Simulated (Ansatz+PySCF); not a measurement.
Results of a calculation; reference values are marked as such.
Several solutions for singlet LiH2O(+)

```yaml
atoms:
  - { symbol: Li, position_ang: [0.0000, 0.0000, -1.4887] }
  - { symbol: O, position_ang: [0.0000, 0.0000, 0.3286] }
  - { symbol: H, position_ang: [0.0000, 0.7683, 0.9186] }
  - { symbol: H, position_ang: [0.0000, -0.7683, 0.9186] }
```

Basis set: def2-SVP (spherical functions). Charge 1, multiplicity 1.

CASSCF(2,2) was run from several starts with Ansatz (development build ahead of 0.2.0) and PySCF 2.14.0. The starts are those of the Hartree–Fock orbitals from which the active space was taken at the frontier.

```csv
run,program,start,converged,energy (hartree),<S²>
A,Ansatz,"atomic start, no search",yes,-83.26339,0.00
B,PySCF,program defaults,yes,-83.25785,0.00
C,Ansatz,search for the lowest state,yes,-83.27768,0.00
D,Ansatz,stability test followed,yes,-83.27768,0.00
```

Problem. Which runs reached the lowest solution of this kind, and what is wrong with the others?

Solution. C, D reached the lowest solution found. Converged but too high: A by 0.39 eV, B by 0.54 eV. Convergence only shows a stationary point; in CASSCF the end hangs on which orbitals enter the active space. Caution: other starts end on other solutions of this active space.
